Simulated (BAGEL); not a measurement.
# C2H3O+ (SMILES CC#[O+]): a chain of runs

Wanted: a structure relaxation (RI-MP2/def2-TZVPP), then the vertical excitations (CIS/def2-TZVPP) of C2H3O+. 

The calculation is run with BAGEL 1.2.2.

5 further runs of the same task are left out: 5 that didn't finish.

## Step 1: Starting point

C2H3O+ has 6 atoms, charge +1, and is taken as a singlet. SMILES: `CC#[O+]`. All atoms were displaced at random from a relaxed shape. The run starts from this shape.

Bond lengths: C1–C2 1.384 Å, C2–O3 1.139 Å, C1–H4 1.140 Å, C1–H5 1.138 Å, C1–H6 1.139 Å. Angles: C1–C2–O3 177.2°, C2–C1–H4 112.6°, C2–C1–H5 109.5°, C2–C1–H6 110.6°, H4–C1–H5 107.4°, H4–C1–H6 108.5°, H5–C1–H6 108.2°.

## Step 2: A structure relaxation at RI-MP2/def2-TZVPP (density fitting with tzvpp-jkfit) (run 1)

File input.json:

```json
{ "bagel": [

{
  "title": "molecule",
  "basis": "tzvpp",
  "df_basis": "tzvpp-jkfit",
  "angstrom": false,
  "geometry": [
    { "atom": "C", "xyz": [    -0.56923086,     0.53473013,    -0.36866100 ] },
    { "atom": "C", "xyz": [     1.13466715,    -1.12825909,     0.71393286 ] },
    { "atom": "O", "xyz": [     2.57360100,    -2.51765755,     1.50988172 ] },
    { "atom": "H", "xyz": [    -0.17059692,     0.88490016,    -2.45568965 ] },
    { "atom": "H", "xyz": [    -2.55448453,    -0.27699795,    -0.22169889 ] },
    { "atom": "H", "xyz": [    -0.53758362,     2.42683164,     0.65873585 ] }
  ]
},

{
  "title": "optimize",
  "internal": false,
  "maxiter": 40,
  "method": [
    {
      "title": "mp2",
      "charge": 1,
      "ncore": 3
    }
  ]
}

]}
```

Started as:

```sh
$ BAGEL_NUM_THREADS=1 BAGEL input.json > input.out
```

Log:

```text
* using 1 threads per process

  ===============================================================
  ===============================================================

  *** Geometry ***

  { "atom" : "C", "xyz" : [     -0.569231,      0.534730,     -0.368661 ] },
  { "atom" : "C", "xyz" : [      1.134667,     -1.128259,      0.713933 ] },
  { "atom" : "O", "xyz" : [      2.573601,     -2.517658,      1.509882 ] },
  { "atom" : "H", "xyz" : [     -0.170597,      0.884900,     -2.455690 ] },
  { "atom" : "H", "xyz" : [     -2.554485,     -0.276998,     -0.221699 ] },
  { "atom" : "H", "xyz" : [     -0.537584,      2.426832,      0.658736 ] },

  Number of auxiliary basis functions:      281

  Since a DF basis is specified, we compute 2- and 3-index integrals:
    o Being stored without compression. Storage requirement is 0.041 GB

  Number of basis functions:      135
  Number of electrons      :       23

    * METHOD: MOLECULE                             0.12

    * Use approximate Hessian for optimization

  *** RHF ***

  === Nuclear Repulsion ===
    64.0063496643

      * DIIS with orbital gradients will be used.

  === RHF iteration (tzvpp) ===
      0       -151.93108072          0.01796176           0.03
      1       -151.98865152          0.01670624           0.03
      2       -152.10754655          0.00198513           0.03
      3       -152.11001101          0.00059968           0.03
      4       -152.11021149          0.00012323           0.03
      5       -152.11022631          0.00003510           0.03
      6       -152.11022741          0.00001017           0.03
      7       -152.11022749          0.00000302           0.03
      8       -152.11022750          0.00000055           0.03
      9       -152.11022750          0.00000029           0.03
     10       -152.11022750          0.00000015           0.03
     11       -152.11022750          0.00000007           0.04
     12       -152.11022750          0.00000003           0.03
     13       -152.11022750          0.00000001           0.03
    * SCF iteration converged.

    * Permanent dipole moment:
           (    0.890374,    -0.854187,     0.506470) a.u.

  === DF-MP2 calculation ===

    * freezing 3 orbitals

      MP2 correlation energy:   -0.5372881911

    * Permanent dipole moment: MP2 unrelaxed
           (    0.845453,    -0.811047,     0.482942) a.u.

  === Z-vector iteration ===

      0     0.00047690642819           0.02
      1     0.00015439468893           0.02
      2     0.00004090353383           0.02
      3     0.00000949175998           0.02
      4     0.00000218727364           0.02
      5     0.00000043723161           0.02
      6     0.00000014347275           0.02
      7     0.00000004475177           0.02
      8     0.00000001600662           0.02
      9     0.00000000568496           0.02

    * Permanent dipole moment: MP2 relaxed
           (    0.711989,    -0.681921,     0.409263) a.u.

  * Nuclear energy gradient

    o Atom   0
        x          0.0470246754
        y         -0.0424035369
        z          0.0232353845
    o Atom   1
        x         -0.0405082713
        y          0.0359525853
        z         -0.0140658609
    o Atom   2
        x          0.0203133744
        y         -0.0188284688
        z          0.0076568812
    o Atom   3
        x         -0.0009771736
        y          0.0080841544
        z         -0.0267322316
    o Atom   4
        x         -0.0238847621
        y         -0.0073534911
        z         -0.0005248228
    o Atom   5
        x         -0.0019678428
        y          0.0245487569
        z          0.0104306496

  === Convergence status ===

                         Maximum     Tolerance   Converged?
  * Gradient            0.047025      0.000300           No
  * Displacement        0.046535      0.001200           No
  * Energy change    -152.647516      0.000001           No

  *** Geometry optimization started ***
     iter         energy               grad rms       time

      1       -152.64751569          0.02429844        2.23
      2       -152.65025783          0.02904358        2.22
      3       -152.65336338          0.00454511        2.25
      4       -152.65357359          0.00249342        2.24
      5       -152.65379200          0.00080084        2.32
      6       -152.65380528          0.00055590        2.25
      7       -152.65382161          0.00029436        2.29
      8       -152.65382289          0.00021253        2.16
      9       -152.65382473          0.00025446        2.26
     10       -152.65382576          0.00010674        2.17
     11       -152.65382341          0.00021566        2.25
     12       -152.65382648          0.00013758        2.27
     13       -152.65382673          0.00021552        2.24
     14       -152.65382747          0.00010055        2.19

  *** Geometry ***

  { "atom" : "C", "xyz" : [     -0.612338,      0.576761,     -0.394939 ] },
  { "atom" : "C", "xyz" : [      1.164835,     -1.156079,      0.690000 ] },
  { "atom" : "O", "xyz" : [      2.560739,     -2.516671,      1.538240 ] },
  { "atom" : "H", "xyz" : [      0.386838,      1.713129,     -1.796845 ] },
  { "atom" : "H", "xyz" : [     -2.115402,     -0.530487,     -1.271273 ] },
  { "atom" : "H", "xyz" : [     -1.353565,      1.758936,      1.123865 ] },

    * METHOD: OPTIMIZE                            31.36

  ===============================================================
```

Run time: 32 s. Hardware: 1 thread of Arm Neoverse V2, shared host; peak memory 0.28 GiB.

Steps, from the record of the run:

```tsv
step	energy from the first frame kept (eV)	largest force (eV/Å)
0	0.0000	3.4683
1	-0.0746	4.6409
2	-0.1591	0.7884
3	-0.1648	0.3430
4	-0.1708	0.1172
5	-0.1711	0.0634
6	-0.1716	0.0388
7	-0.1716	0.0277
8	-0.1717	0.0343
9	-0.1717	0.0116
10	-0.1716	0.0265
11	-0.1717	0.0197
12	-0.1717	0.0297
13	-0.1718	0.0146
```

After the run. Bond lengths: C1–C2 1.433 Å, C2–O3 1.125 Å, C1–H4 1.092 Å, C1–H5 1.091 Å, C1–H6 1.091 Å. Angles: C1–C2–O3 179.9°, C2–C1–H4 107.9°, C2–C1–H5 107.8°, C2–C1–H6 107.9°, H4–C1–H5 111.1°, H4–C1–H6 111.0°, H5–C1–H6 111.0°.

## Step 3: The vertical excitations at CIS/def2-TZVPP (density fitting with tzvpp-jkfit) (run 2)

File cis.json:

```json
{ "bagel": [

{
  "title": "molecule",
  "basis": "tzvpp",
  "df_basis": "tzvpp-jkfit",
  "geometry": [
    { "atom": "C", "xyz": [    -0.61233740,     0.57676142,    -0.39493953 ] },
    { "atom": "C", "xyz": [     1.16483474,    -1.15607964,     0.68999948 ] },
    { "atom": "O", "xyz": [     2.56073953,    -2.51667111,     1.53824084 ] },
    { "atom": "H", "xyz": [     0.38683828,     1.71312933,    -1.79684420 ] },
    { "atom": "H", "xyz": [    -2.11540289,    -0.53048770,    -1.27127357 ] },
    { "atom": "H", "xyz": [    -1.35356547,     1.75893629,     1.12386548 ] }
  ]
},

{ "title": "hf", "charge": 1 },

{ "title": "cis", "nstate": 4 }

]}
```

Started as:

```sh
$ BAGEL_NUM_THREADS=1 BAGEL cis.json > cis.out
```

Log:

```text
* using 1 threads per process

  ===============================================================
  ===============================================================

  *** Geometry ***

  { "atom" : "C", "xyz" : [     -0.612337,      0.576761,     -0.394940 ] },
  { "atom" : "C", "xyz" : [      1.164835,     -1.156080,      0.689999 ] },
  { "atom" : "O", "xyz" : [      2.560740,     -2.516671,      1.538241 ] },
  { "atom" : "H", "xyz" : [      0.386838,      1.713129,     -1.796844 ] },
  { "atom" : "H", "xyz" : [     -2.115403,     -0.530488,     -1.271274 ] },
  { "atom" : "H", "xyz" : [     -1.353565,      1.758936,      1.123865 ] },

  Number of auxiliary basis functions:      281

  Since a DF basis is specified, we compute 2- and 3-index integrals:
    o Being stored without compression. Storage requirement is 0.041 GB

  Number of basis functions:      135
  Number of electrons      :       23

    * METHOD: MOLECULE                             0.13

  *** RHF ***

  === Nuclear Repulsion ===
    64.1830609746

      * DIIS with orbital gradients will be used.

  === RHF iteration (tzvpp) ===
      0       -151.94226625          0.01833631           0.03
      1       -152.00588597          0.01636408           0.04
      2       -152.11925448          0.00203378           0.04
      3       -152.12179426          0.00061332           0.04
      4       -152.12199880          0.00012426           0.04
      5       -152.12201394          0.00003356           0.04
      6       -152.12201493          0.00000948           0.04
      7       -152.12201500          0.00000274           0.04
      8       -152.12201501          0.00000043           0.04
      9       -152.12201501          0.00000023           0.04
     10       -152.12201501          0.00000006           0.04
     11       -152.12201501          0.00000002           0.04
     12       -152.12201501          0.00000000           0.04
    * SCF iteration converged.

    * Permanent dipole moment:
           (    0.791730,    -0.771694,     0.481392) a.u.

    * METHOD: HF                                   0.60

  === CIS iteration ===

        0     0     0.40271528     0.00290249      0.04
        0     1     0.41008324     0.00302617      0.00
        0     2     0.41013295     0.00302746      0.00
        0     3     0.53001575     0.00588826      0.00

        1     0     0.35568540     0.00251999      0.04
        1     1     0.36857219     0.00248457      0.00
        1     2     0.36859589     0.00248598      0.00
        1     3     0.48744022     0.00194021      0.00

        2     0     0.33247315     0.00055077      0.04
        2     1     0.34790055     0.00107038      0.00
        2     2     0.34790733     0.00107200      0.00
        2     3     0.46423428     0.00168255      0.00

        3     0     0.33211723     0.00008201      0.04
        3     1     0.34695190     0.00019164      0.00
        3     2     0.34695646     0.00019175      0.00
        3     3     0.46021487     0.00021773      0.00

        4     0     0.33210286     0.00002423      0.04
        4     1     0.34691094     0.00007735      0.00
        4     2     0.34691597     0.00007580      0.00
        4     3     0.46007620     0.00010392      0.00

        5     0     0.33210230     0.00000291      0.04
        5     1     0.34690408     0.00003630      0.00
        5     2     0.34690953     0.00003470      0.00
        5     3     0.46006090     0.00002154      0.00

        6     0     0.33210229     0.00000052      0.04
        6     1     0.34690229     0.00001681      0.00
        6     2     0.34690787     0.00001658      0.00
        6     3     0.46005974     0.00003092      0.00

        7 *   0     0.33210229     0.00000043      0.03
        7     1     0.34690201     0.00000752      0.00
        7     2     0.34690759     0.00000748      0.00
        7     3     0.45561344     0.00196889      0.00

        8 *   0     0.33210229     0.00000022      0.03
        8     1     0.34690199     0.00000131      0.00
        8     2     0.34690757     0.00000137      0.00
        8     3     0.45320882     0.00050033      0.00

        9 *   0     0.33210229     0.00000021      0.03
        9     1     0.34690198     0.00000035      0.00
        9     2     0.34690757     0.00000036      0.00
        9     3     0.45296870     0.00020482      0.00

       10 *   0     0.33210229     0.00000021      0.01
       10 *   1     0.34690198     0.00000021      0.00
       10 *   2     0.34690757     0.00000035      0.00
       10     3     0.45290188     0.00012231      0.00

       11 *   0     0.33210229     0.00000021      0.01
       11 *   1     0.34690198     0.00000022      0.00
       11 *   2     0.34690757     0.00000035      0.00
       11     3     0.45288370     0.00006159      0.00

       12 *   0     0.33210229     0.00000021      0.01
       12 *   1     0.34690198     0.00000021      0.00
       12 *   2     0.34690757     0.00000035      0.00
       12     3     0.45287965     0.00002348      0.00

       13 *   0     0.33210229     0.00000021      0.01
       13 *   1     0.34690198     0.00000021      0.00
       13 *   2     0.34690757     0.00000035      0.00
       13     3     0.45287928     0.00000489      0.00

       14 *   0     0.33210229     0.00000020      0.01
       14 *   1     0.34690198     0.00000021      0.00
       14 *   2     0.34690757     0.00000035      0.00
       14     3     0.45287926     0.00000166      0.00

       15 *   0     0.33210229     0.00000020      0.01
       15 *   1     0.34690198     0.00000021      0.00
       15 *   2     0.34690757     0.00000035      0.00
       15     3     0.45287925     0.00000050      0.00

    * CIS converged

    * Permanent dipole moment: Transition 0 -> 0
           (   -0.000024,     0.000068,     0.000139) a.u.

    * Permanent dipole moment: Transition 0 -> 1
           (   -0.019683,     0.020884,     0.064585) a.u.

    * Permanent dipole moment: Transition 0 -> 2
           (    0.049263,     0.050517,    -0.000879) a.u.

    * Permanent dipole moment: Transition 0 -> 3
           (    0.000182,    -0.000679,     0.002029) a.u.

    * METHOD: CIS                                  0.54

  ===============================================================
```

Run time: 1.4 s. Hardware: 1 thread of Arm Neoverse V2, shared host.

The roots found:

```tsv
excited state	energy (eV)	strength
1	9.037	0.0000
2	9.440	0.0023
3	9.440	0.0023
4	12.323	0.0000
```

## Step 4: Summary of results

| quantity | value |
| --- | --- |
| run 1, RI-MP2/def2-TZVPP: total energy at the end | -152.65383 Eh |
| run 2, CIS/def2-TZVPP: ground-state or mean-field energy | -152.12202 Eh |
| run 2, CIS/def2-TZVPP: lowest excitation energy | 9.04 eV |

In words: The optimisation (run 1, RI-MP2/def2-TZVPP) took 14 steps and changed the energy by -0.172 eV. The basis has no diffuse functions, so Rydberg states are missing or pushed up, and the true lowest state may lie lower.
